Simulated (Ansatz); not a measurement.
# C4H5F: one species, many methods

Aim: compute C4H5F with functionals from several rungs and with coupled cluster, and see how far each lands from CCSD(T) at the basis-set limit for the atomisation energy.

The runs use Ansatz 0.2.0, Gaussian basis; functionals in def2-TZVPP, the program's frozen cores in correlated methods.

Levels to be run: LDA (SPW92), PBE-D4, revPBE-D4, BLYP-D4, r2SCAN-D4, B97M-V, PBE0-D4, B3LYP-D4, r2SCANh-D4, r2SCAN0-D4, HSE06-D4, BHLYP-D4, CAM-B3LYP-D4, LC-ωPBE, ωB97X-V, ωB97M-V, B2PLYP, PBE-QIDH; CCSD(T)/def2-SVP; CCSD(T)/def2-TZVPP; MP2/def2-QZVPP; extrapolation to the limit; RPA on PBE.

## Step 1: Structure used throughout

All runs share one geometry, relaxed beforehand with PBE0-D4 in a triple-zeta def2 set.

SMILES `CC1=CC1F`, 10 atoms, charge 0, spin multiplicity 1.

Atoms are counted from 1 here; the program's logs count them from 0.

Bond lengths: C1–C2 1.468 Å, C1–H6 1.093 Å, C1–H7 1.093 Å, C1–H8 1.091 Å, C2–C3 1.303 Å, C2–C4 1.460 Å, C3–C4 1.456 Å, C3–H9 1.078 Å, C4–F5 1.394 Å, C4–H10 1.088 Å. Angles: C2–C1–H6 109.8°, C2–C1–H7 110.4°, C2–C1–H8 111.7°, H6–C1–H7 107.0°, H6–C1–H8 108.8°, H7–C1–H8 109.0°, C1–C2–C3 151.4°, C1–C2–C4 145.3°, C3–C2–C4 63.3°, C2–C3–C4 63.6°, C2–C3–H9 149.7°, C4–C3–H9 146.6°, C2–C4–C3 53.1°, C2–C4–F5 118.2°, C2–C4–H10 125.2°, C3–C4–F5 118.6°, C3–C4–H10 125.1°, F5–C4–H10 107.8°.

## Step 2: LDA

This LDA is Slater exchange with PW92 correlation.

Input file in.yaml:

```yaml
crystal:
  periodic: [false, false, false]
  atoms:
    - {symbol: C, position_ang: [-1.192206, -0.809173, -0.353195]}
    - {symbol: C, position_ang: [0.037450, -0.146148, 0.097157]}
    - {symbol: C, position_ang: [1.007282, 0.004915, 0.953891]}
    - {symbol: C, position_ang: [0.991182, 0.926134, -0.174037]}
    - {symbol: F, position_ang: [0.583823, 2.241033, 0.043066]}
    - {symbol: H, position_ang: [-2.006090, -0.081539, -0.407082]}
    - {symbol: H, position_ang: [-1.059356, -1.215137, -1.359687]}
    - {symbol: H, position_ang: [-1.485459, -1.615728, 0.319940]}
    - {symbol: H, position_ang: [1.492901, -0.287549, 1.870524]}
    - {symbol: H, position_ang: [1.713674, 0.931892, -0.987678]}
basis:
  gaussian: {orbitals: def2-TZVPP}
hamiltonian: {xc: lda}
output: {orbitals: {seedname: orbitals}}
```

Command:

```console
ansatz run in.yaml --threads 2 --pin off --events-out ev --progress --plain --max-ram 4352MiB
```

The runs that follow: PBE-D4 (GGA); revPBE-D4 (GGA); BLYP-D4 (GGA); r2SCAN-D4 (meta-GGA); B97M-V (meta-GGA); PBE0-D4 (hybrid); B3LYP-D4 (hybrid); r2SCANh-D4 (hybrid); r2SCAN0-D4 (hybrid); HSE06-D4 (hybrid); BHLYP-D4 (hybrid); CAM-B3LYP-D4 (range-separated); LC-ωPBE (range-separated); ωB97X-V (range-separated); ωB97M-V (range-separated); B2PLYP (double hybrid); PBE-QIDH (double hybrid); CCSD(T) in def2-SVP; CCSD(T) in def2-TZVPP; MP2 in def2-QZVPP; RPA on PBE orbitals.

Before running them: what should the planned runs give, taken together? Wanted: atomisation energy, CCSD(T)/CBS; farthest beyond LDA; mean size of error, GGA; mean size of error, meta-GGA; mean size of error, hybrid; mean size of error, range-separated; mean size of error, double hybrid; gap, smallest and largest; T1 diagnostic.

The runs gave:

| quantity | value |
| --- | --- |
| atomisation energy, CCSD(T)/CBS | 995.0 kcal/mol |
| functionals within 5.0 kcal/mol (0.5 %) | BLYP-D4, B3LYP-D4, r2SCANh-D4, ωB97X-V, PBE-QIDH |
| farthest beyond LDA | PBE-D4 (+39.5 kcal/mol) |
| mean size of error, GGA | 18.2 kcal/mol |
| mean size of error, meta-GGA | 7.9 kcal/mol |
| mean size of error, hybrid | 13.2 kcal/mol |
| mean size of error, range-separated | 7.4 kcal/mol |
| mean size of error, double hybrid | 5.0 kcal/mol |
| gap, smallest and largest | 5.52 eV (LDA (SPW92)), 13.18 eV (LC-ωPBE) |
| T1 diagnostic | 0.0107 |
| triples share of the correlation energy | 4.0 % |

In words: The LDA atomisation energy is off by 167.0 kcal/mol (17 %): it overbinds. PBE-D4 is off by +39.5 kcal/mol. Double hybrids carry the basis error of their MP2 part in triple zeta, and no dispersion term here, so their miss is partly the set-up's. Taken by rung, double hybrid functionals do best (5.0 kcal/mol on average) and GGA ones worst beyond LDA (18.2 kcal/mol). The gap between the best rungs is small, so their order is not settled. The reference freezes the cores and leaves out relativity and excitations past (T), so misses under about 5.0 kcal/mol can't be ranked. Hartree-Fock recovers 73 % of the binding; the rest is correlation. CCSD(T) in def2-SVP is off by -38.5 kcal/mol, more than most functionals: a good method in a small basis is no reference. Orbital gaps span 5.5 to 13.2 eV; exact exchange widens them.
